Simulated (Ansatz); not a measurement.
Frontier orbitals of C2H3FO (`C=C(O)F`).

The species carries charge 0 and has multiplicity 1. The structure was optimised at the PBE0-D4/def2-TZVP level. It is one conformer, not always the lowest. Basis def2-TZVPP, Ansatz.

```
functional  HOMO (eV)  LUMO (eV)
        HF      -9.75       3.71
```

Give HOMO and LUMO (eV) with LDA (SPW92), PBE, revPBE, BLYP, r2SCAN, B97M-V, PBE0, B3LYP, r2SCANh, r2SCAN0, HSE06 (plane-wave form), BHLYP, CAM-B3LYP, LC-ωPBE, ωB97X-V, ωB97M-V. (Estimate.)

Computed: 
```json
{"functional": "LDA (SPW92)", "HOMO": "-5.85", "LUMO": "-0.24"}
{"functional": "PBE", "HOMO": "-5.65", "LUMO": "0.03"}
{"functional": "revPBE", "HOMO": "-5.57", "LUMO": "0.13"}
{"functional": "BLYP", "HOMO": "-5.53", "LUMO": "-0.01"}
{"functional": "r2SCAN", "HOMO": "-5.88", "LUMO": "0.31"}
{"functional": "B97M-V", "HOMO": "-5.91", "LUMO": "0.42"}
{"functional": "PBE0", "HOMO": "-6.92", "LUMO": "1.01"}
{"functional": "B3LYP", "HOMO": "-6.71", "LUMO": "0.58"}
{"functional": "r2SCANh", "HOMO": "-6.36", "LUMO": "0.69"}
{"functional": "r2SCAN0", "HOMO": "-7.08", "LUMO": "1.25"}
{"functional": "HSE06 (plane-wave form)", "HOMO": "-6.51", "LUMO": "0.64"}
{"functional": "BHLYP", "HOMO": "-8.07", "LUMO": "1.61"}
{"functional": "CAM-B3LYP", "HOMO": "-8.32", "LUMO": "1.74"}
{"functional": "LC-ωPBE", "HOMO": "-9.68", "LUMO": "3.16"}
{"functional": "ωB97X-V", "HOMO": "-9.29", "LUMO": "2.96"}
{"functional": "ωB97M-V", "HOMO": "-9.19", "LUMO": "2.45"}
```

B3LYP here is the variant with VWN-RPA as its local correlation; programs differ in this. LC-ωPBE has ω = 0.4 bohr⁻¹. Positive LUMOs are unbound and depend on the basis.
